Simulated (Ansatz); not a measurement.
## Worked example: the enthalpy of formation of NOF (nitrosyl fluoride)

NOF: 3 atoms, total charge 0, spin state singlet. As SMILES, `O=NF`. Geometry: relaxed at PBE0-D4/def2-TZVP.

```csv
atom,x (Å),y (Å),z (Å)
O,0.8683,0.2430,0.5047
N,0.1489,-0.4825,0.0299
F,-1.0173,0.2396,-0.5346
```

Total energies at PBE-QIDH/def2-TZVPP, 3 core orbitals frozen (Ansatz 0.2.0); the atoms run unrestricted:

| species | state | energy (Eh) |
| --- | --- | --- |
| NOF | singlet | -229.540538 |
| O | triplet | -75.010374 |
| N | quartet | -54.541300 |
| F | doublet | -99.666146 |

Harmonic wavenumbers at PBE0-D4/def2-TZVP, in cm⁻¹: 560, 824, 1969.

Measured heats of formation of the gaseous atoms at 298.15 K, in kJ/mol: O 249.2, N 472.4, F 79.4. Spin-orbit lowering of the atoms at 298 K (mean of the ground term's levels less their thermal mean, from spectra), in kJ/mol: O 0.40, F 1.29. Take 1 Eh = 2625.50 kJ/mol, 1 cm⁻¹ = 0.0119627 kJ/mol, RT = 2.479 kJ/mol.

Question: What heat of formation follows?

Answer: 
1. Electronic atomisation energy: (-75.010374) + (-54.541300) + (-99.666146) − (-229.540538) = 0.322718 Eh = 847.3 kJ/mol.
2. Zero-point energy: half the sum of the wavenumbers, 1676.5 cm⁻¹ = 20.1 kJ/mol.
3. Thermal vibrational enthalpy, Σ hcν̃/(exp(hcν̃/kT) − 1): 0.7 kJ/mol. Translation, rotation and pV of a non-linear molecule: 4 RT = 9.9 kJ/mol.
4. The 3 free atoms carry 5/2 RT each: 18.6 kJ/mol.
5. Spin-orbit coupling lowers the free atoms by 0.40 + 1.29 = 1.7 kJ/mol.
6. Atomisation enthalpy at 298 K: 847.3 − 1.7 − 20.1 − 0.7 − 9.9 + 18.6 = 833.5 kJ/mol.
7. Sum of the atoms' heats of formation: 801.0 kJ/mol. Heat of formation: 801.0 − 833.5 = -32.5 kJ/mol.

The tabulated value is -65.7 kJ/mol (NIST-JANAF tables; in doubt, as an older value, an estimate or one at odds with other calculations), so this level is off by +33.2 kJ/mol, or 3.8 % of the atomisation enthalpy that the table implies (866.7 kJ/mol). Anharmonicity and any spin-orbit splitting of the molecule are left out, and so is core correlation.
